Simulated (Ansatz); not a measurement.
Computed with Ansatz on PBE0-D4/def2-TZVP structures; ΔE is electronic, products minus reactants. CBS: MP2 limit from def2 TZ/QZ plus the TZ coupled-cluster correction, frozen cores. DFT in def2-TZVPP. B3LYP here is the variant with VWN-RPA as its local correlation; programs differ in this. One conformer a species, not always the lowest.

Consider the isomerisation: `C=CN=O` → `N=C=CO`.

`C=CN=O`:

Z-matrix (Å, degrees):
```
C
C 1 1.328
H 1 1.082 2 122.1
H 1 1.084 2 119.3 3 180.0
N 2 1.420 1 116.9 3 -180.0
H 2 1.088 1 125.8 3 -0.0
O 5 1.204 2 113.9 1 180.0
```

`N=C=CO`:

Z-matrix (Å, degrees):
```
C
C 1 1.310
O 1 1.372 2 126.0
H 1 1.081 2 120.1 3 -176.8
N 2 1.228 1 171.7 3 -92.7
H 3 0.961 1 109.4 2 15.8
H 5 1.022 2 114.0 1 -178.4
```

| level | ΔE (kcal/mol) | difference from CCSD(T)/CBS |
| --- | --- | --- |
| PBE-D4 | -24.9 | -0.3 |
| r2SCANh-D4 | -27.1 | -2.5 |
| r2SCAN0-D4 | -27.8 | -3.2 |
| PBE-QIDH | -26.8 | -2.2 |
| PBE | -25.0 | -0.4 |
| BLYP | -24.2 | 0.4 |
| r2SCAN | -26.5 | -1.9 |
| PBE0 | -26.5 | -1.9 |
| B3LYP | -25.7 | -1.1 |
| r2SCANh | -27.1 | -2.5 |
| HF/def2-SVP | -24.9 | -0.3 |
| CCSD(T)/def2-SVP | -20.0 | 4.6 |
| MP2/def2-TZVPP | -26.4 | -1.8 |
| HF/def2-QZVPP | -25.3 | -0.7 |
| HF/CBS(def2) | -25.3 | -0.7 |
| MP2/CBS(def2) | -27.3 | -2.7 |
| CCSD(T)/CBS | -24.6 | 0 |

Task: What do rigid-rotor, harmonic-oscillator terms from PBE0-D4/def2-TZVP frequencies (298.15 K, 1 bar) make of the CCSD(T)/CBS value? (Best estimate.)

Result: Ansatz gave: ΔZPE = +0.3 kcal/mol, ΔH = -24.0 kcal/mol, ΔS = 7 J/(mol·K), ΔG = -24.5 kcal/mol.

Largest T1 diagnostic among the species: 0.015.

From PBE to PBE0 (25 % exact exchange), in def2-TZVPP and without D4, ΔE moves by −1.5 kcal/mol. At CCSD(T), def2-SVP lies +4.6 kcal/mol from the extrapolated value and def2-TZVPP +0.9 kcal/mol.
